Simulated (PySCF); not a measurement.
Structure with atom numbers: `[F:1][P@TB1:2]([F:3])([F:4])([F:5])[F:6]`.

Geometry: PBE0-D3(BJ)/def2-SVP; GIAO shifts from PySCF 2.14, gas phase, non-relativistic, averaged over equivalent atoms.

At LDA/pcSseg-2 (223 basis functions, 17 s wall time on 1 thread of an Arm Neoverse V1, shared host):
| atoms | δ (ppm) |
| --- | --- |
| F1 | -58.4 |
| F6 | -58.5 |
| F3/F4/F5 | -66.7 |
| P2 | -58.0 |

δ = σ(ref) − σ, references computed at the same level: $^{19}$F (138.24 ppm) against CFCl3; H3PO4 for $^{31}$P (259.12 ppm).

Predict the values at OPBE/pcSseg-2 on the same geometry.

Answers


```csv
atoms,δ at OPBE/pcSseg-2,change
F1,-60.0,-1.6
F6,-60.1,-1.6
F3/F4/F5,-69.3,-2.6
P2,-54.9,+3.1
```

Scale: CFCl3 for $^{19}$F (155.15 ppm); $^{31}$P (312.45 ppm) vs H3PO4 (reference shieldings calculated alike).

The largest change is at P2 (phosphorus bonded to 5 F). Cost: 223 basis functions, 21 s wall time on 1 thread of an Arm Neoverse V1, shared host.

Unscaled 19F shifts against computed CFCl3 carry errors that often reach 10 to 50 ppm. Experimental scales use liquid or dissolved standards, which lie at an offset from isolated H3PO4.
